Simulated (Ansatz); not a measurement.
# CHSi radical: geometry and frequencies at several levels

Aim: geometry and frequencies at several levels, for CHSi radical, with the cost of each level. Spin multiplicity 2.

Program: Ansatz 0.2.0. Level of theory: the levels named in each step. These are calculated values, not measurements.

## 1. Starting point

Bond lengths: C1–Si2 1.725 Å, C1–H3 1.069 Å. Angles: Si2–C1–H3 180.0°.

As a file:

```xyz
3

C     0.0000    0.0000   -0.2188
Si    0.0000    0.0000    1.5067
H     0.0000    0.0000   -1.2879
```

## 2. A rough first relaxation, PBE-D4/def2-SVP

input.yaml

```yaml
crystal:
  periodic: [false, false, false]
  atoms:
    - { symbol: C, position_ang: [0.0, 0.0, -0.21877] }
    - { symbol: Si, position_ang: [0.0, 0.0, 1.50672] }
    - { symbol: H, position_ang: [0.0, 0.0, -1.28795] }
magnetization:
  spin_polarized: true
  initial_magnetization: 1
basis:
  gaussian: { orbitals: def2-SVP }
hamiltonian:
  xc: pbe
  dispersion: d4
relax:
  f_tol: 0.03
  max_steps: 200
```

Started as:

```
> ansatz run input.yaml --threads 2 --pin off --max-ram 5120MiB --backend cpu --events-out ev --progress --plain --runs-dir out
```

The program printed, cut to the lines that bear on the results:

```text
Warning: RAYON_NUM_THREADS=2 ignored (pool sized by the plan → 2); use --threads N
[...]
Functional definition: PBE
[...]
412 factors; their error is unknown
[...]
mean field -8917.88451008 eV, -327.7262109863 hartree, gradient 5.2e-5 eV, S^2 0.756280; 5 other end points of the search recorded, 0 dependent functions left out
[...]
reference -8917.88453410 eV, -327.7262118689 hartree; 11, 10 occupied and 26, 27 virtual orbitals, 412 factors
relax step   1: F+E_penalty+E_count = -8917.92485584 eV  Δ(F+E_penalty+E_count) = +0.000e0 eV  max|allowed force component| = 1.613e0 eV/Å  Δτ_max = 0.0000 Å  (171 SCF iters, accepted)
[...]
relax step   2: F+E_penalty+E_count = -8917.94304048 eV  Δ(F+E_penalty+E_count) = -1.818e-2 eV  max|allowed force component| = 4.478e-1 eV/Å  Δτ_max = 0.0121 Å  (32 SCF iters, accepted)
[...]
relax step   3: F+E_penalty+E_count = -8917.94447813 eV  Δ(F+E_penalty+E_count) = -1.438e-3 eV  max|allowed force component| = 1.807e-2 eV/Å  Δτ_max = 0.0041 Å  (32 SCF iters, accepted)
412 factors; their error is unknown
[...]
mean field -8917.90411748 eV, -327.7269315450 hartree, gradient 1.8e-5 eV, S^2 0.755981; 5 other end points of the search recorded, 0 dependent functions left out
[...]
reference -8917.90414159 eV, -327.7269324310 hartree; 11, 10 occupied and 26, 27 virtual orbitals, 412 factors
Total energy: -8917.94450224 eV, -327.7284156575 hartree
Atom 0 at     0.000000     0.000000    -0.204302 Å, force     0.000000    -0.000000     0.018073 eV/Å
Atom 1 at    -0.000000    -0.000000     1.507038 Å, force    -0.000000     0.000000    -0.011587 eV/Å
Atom 2 at    -0.000000    -0.000000    -1.302736 Å, force    -0.000000     0.000000    -0.006485 eV/Å
Dipole moment:    -0.000000     0.000000    -0.087064 e Å
```

It took 3.1 s on 2 threads of Intel Xeon Platinum 8375C at 2.90GHz (Ice Lake), shared host; peak memory 0.12 GiB.

Step by step:

| step | energy from step 1 (eV) | largest force component (eV/Å) |
| --- | --- | --- |
| 1 | 0.0000 | 1.6126 |
| 2 | -0.0182 | 0.4478 |
| 3 | -0.0196 | 0.0181 |

Step 1 is the start.

Before: Bond lengths: C1–Si2 1.725 Å, C1–H3 1.069 Å. Angles: Si2–C1–H3 180.0°.

After: Bond lengths: C1–Si2 1.711 Å, C1–H3 1.098 Å. Angles: Si2–C1–H3 180.0°.

## 3. Relaxation, PBE0-D4/def2-TZVPP

input.yaml

```yaml
crystal:
  periodic: [false, false, false]
  atoms:
    - { symbol: C, position_ang: [0.0, 0.0, -0.20430166] }
    - { symbol: Si, position_ang: [0.0, 0.0, 1.50703806] }
    - { symbol: H, position_ang: [0.0, 0.0, -1.3027364] }
magnetization:
  spin_polarized: true
  initial_magnetization: 1
basis:
  gaussian: { orbitals: def2-TZVPP }
hamiltonian:
  xc: pbe0
  dispersion: d4
relax:
  f_tol: 0.002
  max_steps: 150
```

Started as:

```
> ansatz run input.yaml --threads 2 --pin off --max-ram 5120MiB --backend cpu --events-out ev --progress --plain --runs-dir out
```

The program printed, cut to the lines that bear on the results:

```text
Warning: RAYON_NUM_THREADS=2 ignored (pool sized by the plan → 2); use --threads N
[...]
Functional definition: PBE0
[...]
530 factors; their error is unknown
[...]
mean field -8922.52634652 eV, -327.8967953292 hartree, gradient 2.3e-5 eV, S^2 0.760064; 5 other end points of the search recorded, 0 dependent functions left out
[...]
reference -8922.52636670 eV, -327.8967960705 hartree; 11, 10 occupied and 76, 77 virtual orbitals, 530 factors
relax step   1: F+E_penalty+E_count = -8922.55970868 eV  Δ(F+E_penalty+E_count) = +0.000e0 eV  max|allowed force component| = 1.004e0 eV/Å  Δτ_max = 0.0000 Å  (171 SCF iters, accepted)
[...]
relax step   3: F+E_penalty+E_count = -8922.58111244 eV  Δ(F+E_penalty+E_count) = -3.164e-3 eV  max|allowed force component| = 2.386e-2 eV/Å  Δτ_max = 0.0103 Å  (42 SCF iters, accepted)
[...]
relax step   4: F+E_penalty+E_count = -8922.58112004 eV  Δ(F+E_penalty+E_count) = -7.603e-6 eV  max|allowed force component| = 6.450e-4 eV/Å  Δτ_max = 0.0004 Å  (28 SCF iters, accepted)
530 factors; their error is unknown
[...]
mean field -8922.54767976 eV, -327.8975793112 hartree, gradient 3.9e-5 eV, S^2 0.758519; 3 other end points of the search recorded, 0 dependent functions left out
[...]
reference -8922.54769983 eV, -327.8975800489 hartree; 11, 10 occupied and 76, 77 virtual orbitals, 530 factors
Total energy: -8922.58114012 eV, -327.8988089565 hartree
Atom 0 at     0.000000    -0.000000    -0.201112 Å, force     0.000000    -0.000000     0.000645 eV/Å
Atom 1 at    -0.000000     0.000000     1.481197 Å, force    -0.000000     0.000000    -0.000325 eV/Å
Atom 2 at    -0.000000     0.000000    -1.280084 Å, force    -0.000000     0.000000    -0.000320 eV/Å
Dipole moment:    -0.000000    -0.000000    -0.027891 e Å
```

Run time: 9 s. Hardware: 2 threads of Intel Xeon Platinum 8375C at 2.90GHz (Ice Lake), shared host; peak memory 0.16 GiB.

Step by step:

| step | E - E(step 1) (eV) | largest force component (eV/Å) |
| --- | --- | --- |
| 1 | 0.0000 | 1.0037 |
| 2 | -0.0182 | 0.4414 |
| 3 | -0.0214 | 0.0239 |
| 4 | -0.0214 | 0.0006 |

Step 1 is the start.

Before: Bond lengths: C1–Si2 1.711 Å, C1–H3 1.098 Å. Angles: Si2–C1–H3 180.0°.

After: Bond lengths: C1–Si2 1.682 Å, C1–H3 1.079 Å. Angles: Si2–C1–H3 180.0°.

## 4. Frequencies, PBE0-D4/def2-TZVPP

input.yaml

```yaml
crystal:
  periodic: [false, false, false]
  atoms:
    - { symbol: C, position_ang: [0.0, 0.0, -0.20111242] }
    - { symbol: Si, position_ang: [0.0, 0.0, 1.48119671] }
    - { symbol: H, position_ang: [0.0, 0.0, -1.28008429] }
magnetization:
  spin_polarized: true
  initial_magnetization: 1
basis:
  gaussian: { orbitals: def2-TZVPP }
hamiltonian:
  xc: pbe0
  dispersion: d4
phonons: {}
```

Started as:

```
> ansatz run input.yaml --threads 2 --pin off --max-ram 5120MiB --backend cpu --events-out ev --progress --plain --runs-dir out
```

The program printed, cut to the lines that bear on the results:

```text
Warning: RAYON_NUM_THREADS=2 ignored (pool sized by the plan → 2); use --threads N
[...]
[... 1 set-up line as earlier in the session ...]
[...]
530 factors; their error is unknown
[...]
mean field -8922.54767972 eV, -327.8975793098 hartree, gradient 1.6e-5 eV, S^2 0.758519; 4 other end points of the search recorded, 0 dependent functions left out
[...]
reference -8922.54769982 eV, -327.8975800482 hartree; 11, 10 occupied and 76, 77 virtual orbitals, 530 factors
[...]
530 factors; their error is unknown
mean field -8922.54767128 eV, -327.8975789994 hartree, gradient 2.4e-6 eV, S^2 0.758520; 0 other end points of the search recorded, 0 dependent functions left out
[...]
reference -8922.54769137 eV, -327.8975797378 hartree; 11, 10 occupied and 76, 77 virtual orbitals, 530 factors
[...]
530 factors; their error is unknown
[...]
530 factors; their error is unknown
mean field -8922.54756292 eV, -327.8975750174 hartree, gradient 2.1e-6 eV, S^2 0.758514; 0 other end points of the search recorded, 0 dependent functions left out
[...]
reference -8922.54758301 eV, -327.8975757555 hartree; 11, 10 occupied and 76, 77 virtual orbitals, 530 factors
[...]
530 factors; their error is unknown
mean field -8922.54756797 eV, -327.8975752031 hartree, gradient 3.0e-6 eV, S^2 0.758525; 0 other end points of the search recorded, 0 dependent functions left out
[...]
reference -8922.54758807 eV, -327.8975759417 hartree; 11, 10 occupied and 76, 77 virtual orbitals, 530 factors
Total energy: -8922.58114010 eV, -327.8988089558 hartree
Atom 0 at     0.000000     0.000000    -0.201112 Å, force     0.000000    -0.000000     0.000643 eV/Å
Atom 1 at     0.000000     0.000000     1.481197 Å, force    -0.000000    -0.000000    -0.000323 eV/Å
Atom 2 at     0.000000     0.000000    -1.280084 Å, force    -0.000000     0.000000    -0.000319 eV/Å
Dipole moment:    -0.000000    -0.000000    -0.027890 e Å
Vibrations: 505.75 580.20 1065.64 3286.37 cm⁻¹, zero-point energy 0.337111 eV
```

Wall time 22 s (2 threads of Intel Xeon Platinum 8375C at 2.90GHz (Ice Lake), shared host); peak memory 0.18 GiB.

Harmonic frequencies (cm⁻¹; negative: imaginary): 506, 580, 1066, 3286.

## 5. Relaxation, PBE-D4/def2-TZVPP

input.yaml, as its differences from that of step 4:

```diff
@@ -12,4 +12,6 @@
 hamiltonian:
-  xc: pbe0
+  xc: pbe
   dispersion: d4
-phonons: {}
+relax:
+  f_tol: 0.002
+  max_steps: 150
```

Started as:

```
> ansatz run input.yaml --threads 2 --pin off --max-ram 5120MiB --backend cpu --events-out ev --progress --plain --runs-dir out
```

The program printed, cut to the lines that bear on the results:

```text
Warning: RAYON_NUM_THREADS=2 ignored (pool sized by the plan → 2); use --threads N
[...]
[... 1 set-up line as earlier in the session ...]
[...]
527 factors; their error is unknown
[...]
mean field -8921.83846117 eV, -327.8715160086 hartree, gradient 4.7e-5 eV, S^2 0.755550; 5 other end points of the search recorded, 0 dependent functions left out
[...]
reference -8921.83848815 eV, -327.8715170003 hartree; 11, 10 occupied and 76, 77 virtual orbitals, 527 factors
relax step   1: F+E_penalty+E_count = -8921.87894332 eV  Δ(F+E_penalty+E_count) = +0.000e0 eV  max|allowed force component| = 6.500e-1 eV/Å  Δτ_max = 0.0000 Å  (219 SCF iters, accepted)
[...]
relax step   3: F+E_penalty+E_count = -8921.88600835 eV  Δ(F+E_penalty+E_count) = -1.360e-3 eV  max|allowed force component| = 6.695e-3 eV/Å  Δτ_max = 0.0064 Å  (35 SCF iters, accepted)
[...]
relax step   4: F+E_penalty+E_count = -8921.88600917 eV  Δ(F+E_penalty+E_count) = -8.222e-7 eV  max|allowed force component| = 5.725e-5 eV/Å  Δτ_max = 0.0002 Å  (24 SCF iters, accepted)
527 factors; their error is unknown
[...]
mean field -8921.84559889 eV, -327.8717783151 hartree, gradient 1.3e-5 eV, S^2 0.755849; 5 other end points of the search recorded, 0 dependent functions left out
[...]
reference -8921.84562596 eV, -327.8717793098 hartree; 11, 10 occupied and 76, 77 virtual orbitals, 527 factors
Total energy: -8921.88603624 eV, -327.8732643602 hartree
Atom 0 at     0.000000    -0.000000    -0.204495 Å, force    -0.000000    -0.000000    -0.000057 eV/Å
Atom 1 at    -0.000000     0.000000     1.496271 Å, force     0.000000     0.000000     0.000048 eV/Å
Atom 2 at    -0.000000     0.000000    -1.291776 Å, force     0.000000     0.000000     0.000010 eV/Å
Dipole moment:    -0.000000    -0.000000    -0.040614 e Å
```

Run time: 8.9 s. Hardware: 2 threads of Intel Xeon Platinum 8375C at 2.90GHz (Ice Lake), shared host; peak memory 0.14 GiB.

The steps of the relaxation:

```csv
step,E - E(step 1) (eV),largest force component (eV/Å)
1,0.0000,0.6500
2,-0.0057,0.2956
3,-0.0071,0.0067
4,-0.0071,0.0001
```

Step 1 is the start.

Before: Bond lengths: C1–Si2 1.682 Å, C1–H3 1.079 Å. Angles: Si2–C1–H3 180.0°.

After: Bond lengths: C1–Si2 1.701 Å, C1–H3 1.087 Å. Angles: Si2–C1–H3 180.0°.

## 6. Frequencies, PBE-D4/def2-TZVPP

input.yaml

```yaml
crystal:
  periodic: [false, false, false]
  atoms:
    - { symbol: C, position_ang: [0.0, 0.0, -0.20449488] }
    - { symbol: Si, position_ang: [0.0, 0.0, 1.4962708] }
    - { symbol: H, position_ang: [0.0, 0.0, -1.29177592] }
magnetization:
  spin_polarized: true
  initial_magnetization: 1
basis:
  gaussian: { orbitals: def2-TZVPP }
hamiltonian:
  xc: pbe
  dispersion: d4
phonons: {}
```

Started as:

```
> ansatz run input.yaml --threads 2 --pin off --max-ram 5120MiB --backend cpu --events-out ev --progress --plain --runs-dir out
```

The program printed, cut to the lines that bear on the results:

```text
Warning: RAYON_NUM_THREADS=2 ignored (pool sized by the plan → 2); use --threads N
[...]
[... 1 set-up line as earlier in the session ...]
[...]
527 factors; their error is unknown
[...]
mean field -8921.84559889 eV, -327.8717783151 hartree, gradient 4.5e-5 eV, S^2 0.755849; 5 other end points of the search recorded, 0 dependent functions left out
[...]
reference -8921.84562596 eV, -327.8717793098 hartree; 11, 10 occupied and 76, 77 virtual orbitals, 527 factors
[...]
527 factors; their error is unknown
mean field -8921.84559380 eV, -327.8717781280 hartree, gradient 1.1e-6 eV, S^2 0.755850; 0 other end points of the search recorded, 0 dependent functions left out
[...]
reference -8921.84562087 eV, -327.8717791226 hartree; 11, 10 occupied and 76, 77 virtual orbitals, 527 factors
[...]
527 factors; their error is unknown
[...]
527 factors; their error is unknown
mean field -8921.84548810 eV, -327.8717742436 hartree, gradient 1.8e-6 eV, S^2 0.755845; 0 other end points of the search recorded, 0 dependent functions left out
[...]
reference -8921.84551515 eV, -327.8717752378 hartree; 11, 10 occupied and 76, 77 virtual orbitals, 527 factors
[...]
527 factors; their error is unknown
mean field -8921.84549470 eV, -327.8717744862 hartree, gradient 2.2e-6 eV, S^2 0.755852; 0 other end points of the search recorded, 0 dependent functions left out
[...]
reference -8921.84552178 eV, -327.8717754813 hartree; 11, 10 occupied and 76, 77 virtual orbitals, 527 factors
Total energy: -8921.88603624 eV, -327.8732643601 hartree
Atom 0 at     0.000000     0.000000    -0.204495 Å, force    -0.000000    -0.000000    -0.000058 eV/Å
Atom 1 at     0.000000     0.000000     1.496271 Å, force     0.000000     0.000000     0.000047 eV/Å
Atom 2 at     0.000000     0.000000    -1.291776 Å, force     0.000000     0.000000     0.000010 eV/Å
Dipole moment:    -0.000000     0.000000    -0.040614 e Å
Vibrations: 450.43 542.97 1013.58 3187.34 cm⁻¹, zero-point energy 0.322007 eV
```

It took 12 s on 2 threads of Intel Xeon Platinum 8375C at 2.90GHz (Ice Lake), shared host; peak memory 0.15 GiB.

Harmonic frequencies (cm⁻¹; negative: imaginary): 450, 543, 1014, 3187.

## 7. Relaxation, r2SCAN-D4/def2-TZVPP

input.yaml

```yaml
crystal:
  periodic: [false, false, false]
  atoms:
    - { symbol: C, position_ang: [0.0, 0.0, -0.20111242] }
    - { symbol: Si, position_ang: [0.0, 0.0, 1.48119671] }
    - { symbol: H, position_ang: [0.0, 0.0, -1.28008429] }
magnetization:
  spin_polarized: true
  initial_magnetization: 1
basis:
  gaussian: { orbitals: def2-TZVPP }
hamiltonian:
  xc: r2scan
  dispersion: d4
relax:
  f_tol: 0.002
  max_steps: 150
```

Started as:

```
> ansatz run input.yaml --threads 2 --pin off --max-ram 5120MiB --backend cpu --events-out ev --progress --plain --runs-dir out
```

The program printed, cut to the lines that bear on the results:

```text
Warning: RAYON_NUM_THREADS=2 ignored (pool sized by the plan → 2); use --threads N
[...]
Functional definition: r2SCAN
[...]
527 factors; their error is unknown
[...]
mean field -8925.84808107 eV, -328.0188668221 hartree, gradient 1.8e-5 eV, S^2 0.760489; 5 other end points of the search recorded, 0 dependent functions left out
[...]
reference -8925.84809125 eV, -328.0188671962 hartree; 11, 10 occupied and 76, 77 virtual orbitals, 527 factors
relax step   1: F+E_penalty+E_count = -8925.85638185 eV  Δ(F+E_penalty+E_count) = +0.000e0 eV  max|allowed force component| = 2.142e-1 eV/Å  Δτ_max = 0.0000 Å  (217 SCF iters, accepted)
[...]
relax step   2: F+E_penalty+E_count = -8925.85688613 eV  Δ(F+E_penalty+E_count) = -5.043e-4 eV  max|allowed force component| = 9.362e-2 eV/Å  Δτ_max = 0.0023 Å  (49 SCF iters, accepted)
[...]
relax step   3: F+E_penalty+E_count = -8925.85700667 eV  Δ(F+E_penalty+E_count) = -1.205e-4 eV  max|allowed force component| = 9.694e-4 eV/Å  Δτ_max = 0.0018 Å  (49 SCF iters, accepted)
527 factors; their error is unknown
[...]
mean field -8925.84870771 eV, -328.0188898508 hartree, gradient 5.0e-5 eV, S^2 0.760719; 6 other end points of the search recorded, 0 dependent functions left out
[...]
reference -8925.84871790 eV, -328.0188902252 hartree; 11, 10 occupied and 76, 77 virtual orbitals, 527 factors
Total energy: -8925.85701685 eV, -328.0191952061 hartree
Atom 0 at    -0.000000     0.000000    -0.202867 Å, force    -0.000000     0.000000    -0.000970 eV/Å
Atom 1 at     0.000000    -0.000000     1.485243 Å, force    -0.000000    -0.000000     0.000835 eV/Å
Atom 2 at     0.000000    -0.000000    -1.282376 Å, force     0.000000    -0.000000     0.000134 eV/Å
Dipole moment:    -0.000000    -0.000000    -0.051784 e Å
```

Run time: 14 s. Hardware: 2 threads of Intel Xeon Platinum 8375C at 2.90GHz (Ice Lake), shared host; peak memory 0.17 GiB.

Relaxation path:

| step | energy from step 1 (eV) | largest force component (eV/Å) |
| --- | --- | --- |
| 1 | 0.0000 | 0.2142 |
| 2 | -0.0005 | 0.0936 |
| 3 | -0.0006 | 0.0010 |

Step 1 is the start.

Before: Bond lengths: C1–Si2 1.682 Å, C1–H3 1.079 Å. Angles: Si2–C1–H3 180.0°.

After: Bond lengths: C1–Si2 1.688 Å, C1–H3 1.080 Å. Angles: Si2–C1–H3 180.0°.

## 8. Frequencies, r2SCAN-D4/def2-TZVPP

input.yaml

```yaml
crystal:
  periodic: [false, false, false]
  atoms:
    - { symbol: C, position_ang: [0.0, 0.0, -0.20286689] }
    - { symbol: Si, position_ang: [0.0, 0.0, 1.48524307] }
    - { symbol: H, position_ang: [0.0, 0.0, -1.28237618] }
magnetization:
  spin_polarized: true
  initial_magnetization: 1
basis:
  gaussian: { orbitals: def2-TZVPP }
hamiltonian:
  xc: r2scan
  dispersion: d4
phonons: {}
```

Started as:

```
> ansatz run input.yaml --threads 2 --pin off --max-ram 5120MiB --backend cpu --events-out ev --progress --plain --runs-dir out
```

The program printed, cut to the lines that bear on the results:

```text
Warning: RAYON_NUM_THREADS=2 ignored (pool sized by the plan → 2); use --threads N
[...]
[... 1 set-up line as earlier in the session ...]
[...]
527 factors; their error is unknown
[...]
mean field -8925.84870763 eV, -328.0188898478 hartree, gradient 5.7e-5 eV, S^2 0.760719; 5 other end points of the search recorded, 0 dependent functions left out
[...]
reference -8925.84871781 eV, -328.0188902221 hartree; 11, 10 occupied and 76, 77 virtual orbitals, 527 factors
[...]
527 factors; their error is unknown
mean field -8925.84869937 eV, -328.0188895444 hartree, gradient 2.9e-6 eV, S^2 0.760719; 0 other end points of the search recorded, 0 dependent functions left out
[...]
reference -8925.84870956 eV, -328.0188899187 hartree; 11, 10 occupied and 76, 77 virtual orbitals, 527 factors
[...]
527 factors; their error is unknown
[...]
527 factors; their error is unknown
mean field -8925.84859535 eV, -328.0188857216 hartree, gradient 6.8e-6 eV, S^2 0.760708; 0 other end points of the search recorded, 0 dependent functions left out
[...]
reference -8925.84860553 eV, -328.0188860959 hartree; 11, 10 occupied and 76, 77 virtual orbitals, 527 factors
[...]
527 factors; their error is unknown
mean field -8925.84859500 eV, -328.0188857086 hartree, gradient 2.7e-6 eV, S^2 0.760730; 0 other end points of the search recorded, 0 dependent functions left out
[...]
reference -8925.84860518 eV, -328.0188860830 hartree; 11, 10 occupied and 76, 77 virtual orbitals, 527 factors
Total energy: -8925.85701677 eV, -328.0191952030 hartree
Atom 0 at     0.000000     0.000000    -0.202867 Å, force     0.000000     0.000000    -0.000971 eV/Å
Atom 1 at     0.000000     0.000000     1.485243 Å, force    -0.000000    -0.000000     0.000839 eV/Å
Atom 2 at     0.000000     0.000000    -1.282376 Å, force     0.000000     0.000000     0.000132 eV/Å
Dipole moment:    -0.000000     0.000000    -0.051785 e Å
Vibrations: 475.50 576.42 1048.20 3260.31 cm⁻¹, zero-point energy 0.332304 eV
```

Wall time 37 s (2 threads of Intel Xeon Platinum 8375C at 2.90GHz (Ice Lake), shared host); peak memory 0.17 GiB.

Harmonic frequencies (cm⁻¹; negative: imaginary): 475, 576, 1048, 3260.

(Part 1 of 2 ends here.)
